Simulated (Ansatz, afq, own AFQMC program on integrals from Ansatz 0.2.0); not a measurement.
## In, quartet: AFQMC among the cluster methods

A free In atom.

Basis def2-TZVP with its core potentials. Noble-gas cores (and the filled d shells of Ga–Kr and In–Xe) are frozen. AFQMC by an in-house program on the Cholesky factors that Ansatz 0.2.0 writes for its CCSD(T) run. The CISD trial takes its coefficients from CCSD amplitudes. Released means that phaseless walkers are propagated on without the constraint, phases kept. Free projection: walkers drawn from exp(T), propagated without any constraint. Its projection time is finite, and what remains of the start isn't in its error. Error bars are statistical, one sigma. No spin–orbit coupling.

Determinant: UHF, the one that the program's search chose, which needn't be the lowest solution.

Full CI on the same integrals is exact in this basis and with this determinant's frozen core.

Cautions: no spin-orbit coupling; inner d shell frozen; another spin lies lower (by 3.75 eV); the ph-AFQMC/CISD walk drifts between its halves (2.1 errors).

* T1 diagnostic: 0.0036
* weight of the determinant in the CISD state: 0.986
* ⟨S²⟩ of the determinant: 3.754
* size of the correlated space: 3 electrons in 41 orbitals

Reference: full CI, correlation energy -0.287 eV. The released energy is read at 2.40 1/Eh (meV from the phaseless value at times in 1/Eh: -0.6 ± 0.3 at 0.24, -0.6 ± 0.3 at 0.51, -0.4 ± 0.4 at 0.99, -0.7 ± 0.3 at 1.62, -1.2 ± 0.4 at 2.40).

```json
{"level": "HF", "E − E(reference) (meV)": "287.1", "share of correlation (%)": "0.00"}
{"level": "MP2", "E − E(reference) (meV)": "98.0", "share of correlation (%)": "65.85"}
{"level": "CCSD", "E − E(reference) (meV)": "3.0", "share of correlation (%)": "98.96"}
{"level": "CCSD(T)", "E − E(reference) (meV)": "0.9", "share of correlation (%)": "99.69"}
{"level": "ph-AFQMC/HF", "E − E(reference) (meV)": "9.7 ± 4.7", "share of correlation (%)": "96.63"}
{"level": "ph-AFQMC/CISD", "E − E(reference) (meV)": "1.0 ± 0.2", "share of correlation (%)": "99.64"}
{"level": "released AFQMC", "E − E(reference) (meV)": "-0.2 ± 0.4", "share of correlation (%)": "100.06"}
{"level": "free AFQMC", "E − E(reference) (meV)": "-0.3 ± 0.2", "share of correlation (%)": "100.09"}
```

Free projections are given only where their last times agree within the noise and don't stop above the reference; a slow remainder of the start can still hide under it. A walk keeps the symmetry of its determinant, which the program's search chose and which needn't be the lowest solution, so a lower state of the same spin and another symmetry isn't excluded. Released energies are given only where the last usable release times agree within the noise; a slower fall can still hide under it.
